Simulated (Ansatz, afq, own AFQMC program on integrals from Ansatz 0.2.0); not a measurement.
**HO⁺, singlet in cc-pVDZ, levels against full CI**

```tsv
atom	x (Å)	y (Å)	z (Å)
O	0.0000	0.0000	0.0000
H	0.0000	0.0000	1.4220
```

Basis cc-pVDZ. Noble-gas cores (and the filled d shells of Ga–Kr and In–Xe) are frozen. AFQMC by an in-house program on the Cholesky factors that Ansatz 0.2.0 writes for its CCSD(T) run. ph-AFQMC/CISD is guided by a CISD state made of CCSD amplitudes; releasing the constraint for a short imaginary time cuts its bias at the price of noise, slowly where states lie close. Uncertainties: one standard error, sampling alone.

Determinant: RHF, the one that the program's search chose, which needn't be the lowest solution. The geometry is a point of a scan.

Full CI on the same integrals is exact in this basis and with this determinant's frozen core.

Cautions: another spin lies lower; restricted determinant unstable towards unrestricted (UHF 2.57 eV lower, ⟨S²⟩ 1.01); strong correlation (T1 0.018, weight of the determinant 0.81, largest double 0.42); the CCSDT(Q) amplitudes may be one of several solutions (largest double 0.97); the CCSDTQ amplitudes may be one of several solutions (largest double 0.98); the released energies have errors that jump between times, so the bars are unsure, so no released level is given (meV from the phaseless value at times in 1/Eh: -14 ± 3 at 0.24, -20 ± 4 at 0.51, -26 ± 4 at 0.99, -5 ± 21 at 1.62, -32 ± 7 at 2.40); the determinant fills πx and πy unequally, so it mixes two states of the linear molecule, and each level undoes that mixture to a different degree, while full CI gives the lower state; CCSDTQ on the UHF determinant differs (2.44 eV lower), perhaps since the unrestricted series falls towards higher spin.

The T1 diagnostic is 0.0177 and the weight of the determinant in the CISD state is 0.805. The size of the correlated space is 6 electrons in 18 orbitals.

```csv
level,correlation energy (eV)
MP2,-3.6090
CCSD,-4.5983
CCSD(T),-4.8606
```

(1) Estimate where phaseless AFQMC with a CISD trial lies against CCSD(T) on the same integrals.

(1) 84.9 ± 3.0 meV below CCSD(T).

Reference: full CI, correlation energy -5.088 eV. The cautions show a poor starting determinant, so the rows tell how each method copes with it here, and full CI is the sure value.

| level | E − E(reference) (meV) | share of correlation (%) |
| --- | --- | --- |
| CCSD(T) | 227.5 | 95.53 |
| CCSDT | 12.8 | 99.75 |
| CCSDT(Q) | -2.8 | 100.06 |
| CCSDTQ | 0.5 | 99.99 |
| ph-AFQMC/CISD | 142.5 ± 3.0 | 97.20 |

CCSDT and higher add their correlation energy to the determinant of the CCSD(T) run, since their own runs factorise the integrals more tightly (a shift of under 2 meV).
